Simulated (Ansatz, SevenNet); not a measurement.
Elastic constant C33 (GPa) of solids drawn from the class of oxides, at two levels: the machine-learned potential SevenNet-l3i5 (trained on PBE and PBE+U data), and r²SCAN (Ansatz, a program for electronic structure, PAW).

| solid | SevenNet-l3i5 | r²SCAN |
|---|---|---|
| rutile TiO2 | 456 | 517 |
| rutile SnO2 | 359 | ? |
| A-type hexagonal La2O3 | 127 | 134 |
| anatase TiO2 (metastable phase) | 193 | 209 |
| corundum Ga2O3 (metastable phase) | 324 | 377 |
| stishovite (SiO2) | 661 | 766 |

Problem. Estimate the withheld r²SCAN value from the other rows.

Solution. One way: carry over the typical ratio. The ratios r²SCAN / SevenNet-l3i5 of the other rows, in order: 1.055, 1.083, 1.134, 1.159, 1.164; median 1.134. Rutile SnO2: 359 × 1.134 = 407 GPa; the run gives 438 GPa. The ratios spread from 1.055 to 1.164, so such an estimate is rough. Rutile SnO2 lies outside that spread.

Over all 6 rows r²SCAN is the larger in 6.

Ansatz's runs of these crystals have no spin polarisation.

Spin–orbit coupling is left out, also for the solids with elements from indium on (rutile SnO2, A-type hexagonal La2O3); its size isn't shown.

Each level is taken at its own relaxed cell. Ansatz's density-functional and Hartree–Fock values are scalar-relativistic unless marked +SOC, with PAW data made under PBE.
